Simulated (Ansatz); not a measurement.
Geometry optimisation, UKS B3LYP-D4/def2-SVP (Ansatz 0.2.0).

Input file:

```yaml
crystal:
  periodic: [false, false, false]
  atoms:
    - { symbol: H, position_ang: [0.8292, 0.8152, -0.5291] }
    - { symbol: C, position_ang: [-0.3, 0.0123, -0.6902] }
    - { symbol: C, position_ang: [-0.9738, -0.1149, -1.7126] }
    - { symbol: Si, position_ang: [0.3703, -0.1049, 1.0446] }
    - { symbol: H, position_ang: [-1.4464, -0.1117, -2.6529] }
    - { symbol: H, position_ang: [0.2561, 1.208, 1.6861] }
    - { symbol: H, position_ang: [-0.4563, -1.0378, 1.8386] }
    - { symbol: H, position_ang: [1.7209, -0.6661, 1.0155] }
magnetization:
  spin_polarized: true
  initial_magnetization: 1
basis:
  gaussian: { orbitals: def2-SVP }
hamiltonian:
  xc: b3lyp
  dispersion: d4
relax:
  f_tol: 0.15
  max_steps: 25
  restrain:
    - { distance: [0, 3], at: 2.72, k: 30.0 }
    - { distance: [1, 0], at: 1.07, k: 30.0 }
output:
  orbitals: {}
```

Run as:

```bash
$ ansatz run input.yaml --threads 2 --pin off --max-ram 3072MiB --backend cpu --events-out ev --progress --plain --runs-dir out
```

**Question.** Where does it end, and by what steps?

**Answer.** The forces met the threshold. The restraints hold the end off the free minimum; the threshold counts their pulls, which the force column leaves out. Restrained pairs: H1–Si4 (1.88 → 2.70 Å), H1–C2 (1.39 → 1.10 Å). After 8 steps the energy has fallen by 1.603 eV (the restraints' own energy left out); H1 moved furthest, 0.84 Å.

| step | energy less start (eV) | largest force component (eV/Å) | accepted |
| --- | --- | --- | --- |
| 0 | 0.0000 | 2.951 | yes |
| 1 | -0.5025 | 3.026 | yes |
| 2 | -0.7689 | 3.960 | yes |
| 3 | -1.0730 | 2.049 | yes |
| 4 | -1.3473 | 1.310 | yes |
| 5 | -1.5006 | 1.811 | yes |
| 6 | -1.5973 | 0.514 | yes |
| 7 | -1.5879 | 0.785 | yes |
| 8 | -1.6028 | 0.551 | yes |

```xyz
8
Properties=species:S:1:pos:R:3
H 0.684 1.005 -1.339
C 0.060 0.319 -0.753
C -0.965 -0.234 -1.367
Si 0.357 -0.125 1.090
H -1.430 -0.229 -2.354
H 0.283 1.097 1.944
H -0.694 -1.090 1.507
H 1.704 -0.742 1.272
```

Run time: 24 s on 2 threads of Intel(R) Xeon(R) Platinum 8259CL CPU @ 2.50GHz (Skylake/Cascade Lake), with other jobs on the host, peak memory 0.18 GiB.
